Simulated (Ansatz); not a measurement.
Relaxation of BClH6Si (9 atoms, charge 0, multiplicity 1), to a largest force component of 0.03 eV/Å in at most 50 steps.

Theory: Ansatz 0.2.0, RKS PBE-D4/def2-SVP.

```xyz
9
Properties=species:S:1:pos:R:3:forces:R:3
B 0.012 -0.418 0.015 0.00 0.25 -0.15
H -0.045 -0.789 1.152 -0.04 -0.43 0.25
Cl 1.533 -0.619 -0.864 0.02 0.00 -0.01
H -0.970 -0.081 -0.614 0.01 0.00 -0.01
Si 0.498 2.506 1.057 0.18 0.64 -0.03
H 1.753 2.591 1.876 0.00 0.00 -0.01
H 0.728 3.030 -0.329 0.00 0.00 0.01
H -0.630 3.239 1.724 0.00 0.00 0.00
H 0.130 1.066 0.977 -0.17 -0.45 -0.07
```

**Question.** Where does it end, and by what steps?

**Answer.** It converged. The force dipped under the threshold on the way, but the program's further checks kept it going. After 26 steps the energy has fallen by 0.155 eV; H4 moved furthest, 0.99 Å. Joined: B1–Si5 (3.14 → 2.22 Å), B1–H9 (1.77 → 1.33 Å).

```csv
step,energy less start (eV),largest force component (eV/Å),accepted
0,0.0000,0.638,yes
1,-0.0360,0.314,yes
2,-0.0349,0.220,no
3,-0.0473,0.095,yes
4,-0.0509,0.070,yes
5,-0.0571,0.104,yes
6,-0.0635,0.126,yes
7,-0.0740,0.131,yes
8,-0.0781,0.366,yes
9,-0.0808,0.282,yes
10,-0.0863,0.125,yes
11,-0.0874,0.082,yes
12,-0.0880,0.030,yes
13,-0.0891,0.051,yes
14,-0.0903,0.093,yes
15,-0.0914,0.071,yes
16,-0.0927,0.042,yes
17,-0.0941,0.034,yes
18,-0.0947,0.096,yes
19,-0.1000,0.420,yes
20,-0.1083,0.382,yes
21,-0.1301,0.250,yes
22,-0.1442,0.323,yes
23,-0.1499,0.176,yes
24,-0.1535,0.055,yes
25,-0.1463,0.305,no
26,-0.1549,0.027,yes
```

```xyz
9
Properties=species:S:1:pos:R:3
B 0.128 0.067 0.308
H -0.442 -0.768 0.989
Cl 1.497 -0.458 -0.768
H -0.717 0.795 -0.229
Si 0.445 2.208 0.809
H 1.568 2.643 1.717
H 0.758 2.680 -0.573
H -0.859 2.696 1.358
H 0.629 0.660 1.383
```

Whether the end is a true minimum wasn't checked by a vibrational analysis.

The run took 68 s on 1 thread of Arm Neoverse V1 (shared host), peak memory 0.14 GiB.
